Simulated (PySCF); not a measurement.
Match the barriers

Saddle point of CH6SSi, singlet (CH₆SSi ([CH3][SiH2][SH]) → SiH₂S ([SiH2][S]) + CH₄; bonds formed: C2–H4; bonds broken: Si1–C2, S3–H4), PBE0-D4/def2-TZVP structure:

```
9
angstrom
Si -0.8415 -0.7148 0.0866
C 0.6334 0.7656 0.0454
S 0.1661 -2.1835 -0.8717
H 0.7090 -0.4719 -0.4971
H -1.9749 -0.0065 -0.5640
H -1.0569 -0.7131 1.5570
H -0.1212 1.5530 -0.0472
H 1.1117 0.7800 1.0217
H 1.3743 0.9910 -0.7307
```

PySCF 2.14 with density fitting (its default auxiliary sets; JK sets also for MP2 and CCSD(T)); basis: def2-TZVPP, with def2-QZVPP for the basis limit; cores frozen in the correlated methods. Extrapolation: Hartree–Fock as exp(−7.88 √X), correlation as X^−2.97. Four methods, as single points on the PBE0-D4 structures, gave these electronic barriers from the start structure: 48.93, 51.57, 55.40, 70.68 kcal/mol.

Q: The methods were, in alphabetical order, HF, MP2, PBE-D4, r2SCAN-D4. Which gave which? (Judge from chemistry; the calculation decides.)

A: By the calculation: PBE-D4 48.93; r2SCAN-D4 51.57; MP2 55.40; HF 70.68 kcal/mol. For comparison, CCSD(T) at an estimated basis limit (MP2 extrapolated from triple and quadruple zeta, plus CCSD(T) − MP2 in triple zeta) gives 56.20 kcal/mol.

T1 diagnostic: at most 0.017.

Labels in which every atom is bracketed show which atoms are joined, not bond orders.

For scale, one of the runs: CCSD(T)/def2-TZVPP, 199 basis functions, launched by `OMP_NUM_THREADS=4 python run.py`. The run took 5.2 min on 4 CPU threads of an Arm Neoverse V1 (shared host), with 2.1 GiB of host memory at its peak.
